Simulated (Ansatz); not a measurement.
A nudged elastic band was laid between two geometries of C₄H₉N (14 atoms, charge 0, multiplicity 1).

Theory: UKS PBE-D4/6-31G (Ansatz 0.2.0).

- movable images: 5
- climbing image: yes
- spring: 5.0 eV/Å²
- optimiser: quadratic models (default)
- start path: through a guess of the saddle point
- force threshold: 0.05 eV/Å
- iteration limit: 49
- end points: relaxed

Image 0:

```xyz
14
Properties=species:S:1:pos:R:3
C -1.300 -0.148 0.661
C 0.149 -0.115 0.231
C 1.149 -0.725 1.184
C 0.554 0.401 -0.962
N -0.250 0.925 -1.971
H -1.755 -1.152 0.538
H -1.396 0.111 1.733
H -1.930 0.570 0.102
H 1.116 -0.236 2.179
H 0.950 -1.803 1.360
H 2.181 -0.640 0.801
H 1.622 0.410 -1.206
H 0.157 1.450 -2.733
H -1.259 0.924 -1.889
```

Image 6:

```xyz
14
Properties=species:S:1:pos:R:3
C -1.242 -0.160 0.881
C 0.218 -0.167 0.486
C 1.214 0.037 1.374
C 0.513 -0.398 -0.995
N -0.037 0.612 -1.914
H -1.710 -1.145 0.682
H -1.379 0.075 1.948
H -1.806 0.585 0.289
H 1.020 0.217 2.437
H 0.104 -1.379 -1.307
H 2.265 0.025 1.065
H 1.607 -0.450 -1.143
H 0.264 1.566 -1.708
H -1.044 0.553 -2.067
```

Problem. What changes between the two ends?

Solution. Bonds broken: C3–H10. Bonds formed: C4–H10.

Problem. What energy profile does the band end with?

Solution. It converged. The highest image is number 3 of 0 to 6, 334.2 kJ/mol above the first end and 290.9 kJ/mol above the last; the last end lies 43.2 kJ/mol above the first. Neighbouring images differ by up to 3.3 eV, so the band resolves the path poorly. A vibrational analysis at the climbing image gives one clearly imaginary mode, 848i cm⁻¹: a first-order saddle point. The orbitals stay closed-shell, which can raise the energy where a bond breaks towards radicals; this wasn't checked here. Limits of this set-up: no polarisation functions.

```tsv
image	path coordinate (Å)	energy (kJ/mol)	C3–H10 (Å)	C4–H10 (Å)
0	0.00	0.0	1.11	3.23
1	1.23	1.4	1.11	3.24
2	2.46	11.5	1.11	2.93
3	3.69	334.2	1.64	2.03
4	5.73	238.4	2.08	2.09
5	7.76	118.7	2.90	1.14
6	9.79	43.2	3.23	1.11
```

Problem. What is the geometry of the highest image?

Solution. 
```xyz
14
Properties=species:S:1:pos:R:3:forces:R:3
C -1.252 -0.197 0.657 0.00 0.00 0.00
C 0.233 -0.208 0.301 0.00 0.00 0.00
C 1.178 -0.153 1.498 0.00 0.00 0.00
C 0.613 0.217 -1.004 0.00 0.00 0.00
N -0.260 0.787 -1.915 0.00 0.00 0.00
H -1.888 -0.565 -0.168 0.00 0.00 0.00
H -1.436 -0.833 1.539 0.00 0.00 0.00
H -1.564 0.827 0.931 0.00 0.00 0.00
H 0.970 -0.856 2.312 0.00 0.00 0.00
H 0.741 -1.270 0.375 0.00 0.00 0.00
H 2.218 0.146 1.333 0.00 0.00 0.00
H 1.669 0.183 -1.295 0.00 0.00 0.00
H -0.052 0.794 -2.907 0.00 0.00 0.00
H -1.182 1.098 -1.630 0.00 0.00 0.00
```

The band took 46 iterations and of the order of 30 core-minutes.

Time of the run: 32 min on 1 thread of Arm Neoverse N1, on a shared host, peak memory 0.17 GiB.
